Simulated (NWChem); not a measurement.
# Correlation energy of formic acid (CH2O2)

SMILES: C(=O)O
```xyz
5

O      0.7441     0.8276     0.0000
C      0.1773    -0.3776     0.0000
O     -1.0006    -0.5842     0.0000
H      0.0245     1.4806     0.0000
H      0.9640    -1.1615     0.0000
```
Charge 0, spin multiplicity 1.

All runs are NWChem calculations. The geometry was optimised at PBE0/def2-SVP, a minimum by its harmonic frequencies. It is one conformer; others weren't searched.

Basis set: cc-pVDZ. Each correlation energy counts from its own Hartree-Fock reference.

The correlated methods keep 3 core orbitals frozen. No row is a measurement; the coupled-cluster row has its own basis-set and correlation limits.

```csv
method,correlation energy (mHa)
CR-CCSD(T),-522.9
SCS-MP2,-482.8
CCSD,(withheld)
RI-MP2,-498.6
MP2,-498.5
CCSD(T),-526.1
CCSD+T(CCSD),(withheld)
CR-CCSD[T],-524.0
```

Q: Fill in the missing entries.

A: 
- CCSD, correlation energy (mHa): -511.1
- CCSD+T(CCSD), correlation energy (mHa): -527.6
